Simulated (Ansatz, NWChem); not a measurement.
# C2H6O (ethanol): the vertical ionisation energy from total energies

C2H6O: 9 atoms, total charge 0, spin state singlet. SMILES: `CCO`. The coordinates come from a PBE0-D4/def2-TZVP relaxation. This is one conformer, not always the lowest.

```xyz
9

C    -0.5364    0.5716   -0.4684
C     0.3074   -0.6000   -0.0153
O     1.2055   -0.2614    1.0216
H    -1.1820    0.2854   -1.3029
H     0.0976    1.4009   -0.7890
H    -1.1816    0.9281    0.3408
H     0.9323   -0.9566   -0.8375
H    -0.3378   -1.4376    0.2856
H     0.6950    0.0696    1.7650
```

Both states at this one shape; open shells run unrestricted unless said. 1 Eh = 27.2114 eV.

```tsv
level	program	singlet C2H6O (Eh)	doublet C2H6O+ (Eh)
TPSS/cc-pVDZ	NWChem	-155.063883	-154.696860
r2SCAN0/cc-pVDZ	Ansatz	-154.937181	-154.558213
```

Task: Work out the vertical ionisation energy at each level.

Result: 
1. TPSS/cc-pVDZ: -154.696860 − (-155.063883) = 0.367023 Eh = 9.99 eV.
2. r2SCAN0/cc-pVDZ: -154.558213 − (-154.937181) = 0.378968 Eh = 10.31 eV.

No measured value is set beside it here; the levels span 9.99 to 10.31 eV.
